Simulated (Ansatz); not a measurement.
## Lattice constant a of some phosphides, arsenides and antimonides, all zinc-blende

Method: PBE0 (plane waves, PAW; Ansatz, a quantum-chemistry and plane-wave program). References are measured values corrected to a static lattice.

Values in Å.

```csv
solid,reference,PBE0,error (%)
zinc-blende InSb,6.468,6.538,+1.08
zinc-blende BP,4.525,4.523,-0.04
zinc-blende AlAs,5.649,5.680,+0.55
zinc-blende AlP,5.451,5.473,+0.40
zinc-blende GaP,5.439,5.460,+0.39
zinc-blende InAs,6.047,6.101,+0.89
zinc-blende InP,5.858,5.895,+0.63
zinc-blende GaAs,5.64,5.677,+0.66
```

Over these 8 solids the mean error is +0.57 %, the mean absolute error 0.58 % (median 0.59 %), and the worst case zinc-blende InSb at +1.08 %; the value is above the reference in 7 of 8 cases.

All these references are brought to a static lattice.

Spin–orbit coupling is left out, also for the solids with elements from indium on (zinc-blende InSb, zinc-blende InAs, zinc-blende InP); its size isn't shown.

Differences are worked out from the printed values.

Ansatz's density-functional and Hartree–Fock values are scalar-relativistic unless marked +SOC, with PAW data made under PBE.

Not in this set, of the phosphides, arsenides and antimonides with a reference value in our tables and a result at some level: 12 for a reference at room or unstated temperature. These can be a level's best or worst cases. At least 3 more with a reference value are held back for tests. Solids without a released value at any level aren't counted. Layered and molecular crystals are counted apart.

References as tabulated in Mejia-Rodriguez and Trickey (2018), arXiv:1807.09216.
